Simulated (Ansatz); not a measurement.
**How close CCSD(T) comes to the exact answer in a basis**

Each species is computed at the geometry given (Å), with frozen cores, in Ansatz 0.2.0: RHF-CCSD(T) for singlets, UHF-CCSD(T) otherwise, and full CI in the same basis. The program picks the determinant by trial CCSD, so it needn't be the lowest Hartree–Fock solution. States: BH3 A'', HSiB Σ⁻ or Δ, AlH2⁻ A1. Cases whose determinant has another symmetry than full CI's state, or whose (Q) step broke down, weren't drawn.

Judging by size, spin and bonding, rank them by the size of CCSD(T)'s error in total energy against full CI in the same basis, smallest first (an estimate).
A. HSiB, triplet, cc-pVDZ: Si 0.000 0.000 0.174; B 0.000 0.000 -1.864; H 0.000 0.000 1.690
B. BH₃, triplet, aug-cc-pVDZ: B -0.115 0.000 0.089; H 0.311 0.539 -0.992; H 0.609 0.000 1.029; H 0.311 -0.539 -0.992
C. AlH$_{2}$⁻, singlet, aug-cc-pVDZ: Al 0.000 -0.081 0.000; H 0.000 1.085 -1.233; H 0.000 1.085 1.233

B (17.2 meV), C (25.3 meV), A (86.6 meV).

| species | basis | correlated electrons | CCSD(T) − full CI (meV) | CCSDT(Q) − full CI (meV) | unpaired electrons (full CI) | T1 | ⟨S²⟩ of the determinant |
| --- | --- | --- | --- | --- | --- | --- | --- |
| BH3, triplet | aug-cc-pVDZ | 6 | 17.2 | -0.1 | 2.02 | 0.011 | 2.01 |
| AlH2⁻, singlet | aug-cc-pVDZ | 6 | 25.3 | 0.8 | 0.13 | 0.017 | 0.00 |
| HSiB, triplet | cc-pVDZ | 8 | 86.6 | 0.5 | 2.19 | 0.052 | 2.17 |

Unpaired electrons are Σ n²(2−n)² over natural occupations; an open shell counts its own unpaired electrons too. Frozen cores follow each run's orbitals, which moves totals by a few meV.
